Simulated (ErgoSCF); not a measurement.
**C3H2 (SMILES [CH]C#C): a first try and a second**

Aim: the energy of C3H2 at UBHLYP/MIDI.

The calculation is run with ErgoSCF 3.8.

9 further runs of the same task are left out: 1 that didn't finish, 8 set aside as unsound or not needed.

### 1 The system as given

C3H2: 5 atoms, total charge 0, spin state triplet. As SMILES, `[CH]C#C`. Geometry: relaxed at GFN2-xTB.

Bond lengths: C1–C2 1.261 Å, C2–C3 1.262 Å, C1–H4 1.048 Å, C3–H5 1.047 Å. Angles: C1–C2–C3 175.8°, C2–C1–H4 174.0°, C2–C3–H5 172.2°.

### 2 Try one

Contents of run.inp:

```
# single point, C3H2
set_nthreads("env")
molecule_inline Angstrom
C  -0.923870 0.606990 -0.606140
C  0.000820 0.001660 0.001450
C  0.873340 -0.679490 0.607010
H  -1.628170 1.198600 -1.108000
H  1.677880 -1.127760 1.105670
EOF
tmpdir = "."
scf.output_mulliken_pop = 1
basis = "MDI"
scf.max_number_of_iterations = 52
XC.type = "LMG"
scf.use_diagonalization = 1
spin_polarization = 2
run "BHandHLYP"
```

Started as:

```console
$ ergo run.inp
```

Log:

```text
INMA ERGO version 3.8
INMA reading input from file run.inp
INMA C (charge=6.0) -1.745861 1.147045 -1.145439
INMA C (charge=6.0) 0.001550 0.003137 0.002740
INMA C (charge=6.0) 1.650373 -1.284050 1.147083
INMA H (charge=1.0) -3.076795 2.265026 -2.093817
INMA H (charge=1.0) 3.170734 -2.131158 2.089413
INMA  output_mulliken_pop := 1
INMA  basis := MDI
INMA Basis really set to MDI
INMA  max_number_of_iterations := 52
INMA  type := LMG
INMA  use_diagonalization := 1
INMA  spin_polarization := 2
INMA running BHandHLYP
ERIN error opening file 'MDI'
ERIN error in read_basisset_file for standard basis set.
ERMA error in basisInfo->add_basisfuncs_for_molecule for main basis set, Basis='MDI'
```

Standard output:

```text
Inline main molecule with 5 atoms.
line 17: RUN failed
line 17: Aborted.
```

Wall time 0.91 s (1 thread of Intel Xeon at 2.50GHz (Skylake/Cascade Lake), shared host).

### 3 Reading the log

The program refused the input.

The telling line is `ERMA error in basisInfo->add_basisfuncs_for_molecule for main basis set, Basis='MDI'`. What is wrong: the input names a basis that the program doesn't know. To mend it: basis set MIDI in place of MDI.

### 4 Try two

Contents of ergo.in:

```
# single point, C3H2
set_nthreads("env")
molecule_inline Angstrom
C  -0.923870 0.606990 -0.606140
C  0.000820 0.001660 0.001450
C  0.873340 -0.679490 0.607010
H  -1.628170 1.198600 -1.108000
H  1.677880 -1.127760 1.105670
EOF
XC.type = "LMG"
scf.max_number_of_iterations = 100
charge = 0
scf.use_diagonalization = 1
tmpdir = "."
basis = "MIDI"
spin_polarization = 2
scf.output_mulliken_pop = 1
run "BHandHLYP"
```

Started as:

```console
$ ergo ergo.in
```

Log:

```text
[...]
INDF Weighted mixed functional:
[...]
INSC Energy   1 =        -66.57679218283
[...]
INDE E_LUMO =         -0.01742222374
[...]
INSC Energy  13 =       -114.59169521860  ( diff     -0.000000000004036 )
[...]
RESC CONVERGED after  13 iterations.
RESC FINAL ENERGY:       -114.59169521860
RESC FINAL <S2> =          2.11925025547
[...]
INSC SCF: dipole_moment_x [atomic units] =       0.04939802
INSC SCF: dipole_moment_y [atomic units] =       0.07485084
INSC SCF: dipole_moment_z [atomic units] =      -0.00277944
[...]
```

It took 5.7 s on 1 thread of Intel Xeon at 2.50GHz (Skylake/Cascade Lake), shared host.

### 5 Outcome

At UBHLYP/MIDI:

| quantity | value |
| --- | --- |
| total energy | -114.59170 Eh |
| dipole moment | 0.23 D |
| ⟨S²⟩ | 2.119 |

In words: ⟨S²⟩ is 2.12 where a pure triplet has 2.00: the reference is spin-contaminated. Mulliken charges run from -0.20 on C1 to +0.25 on H4; they depend strongly on the basis.
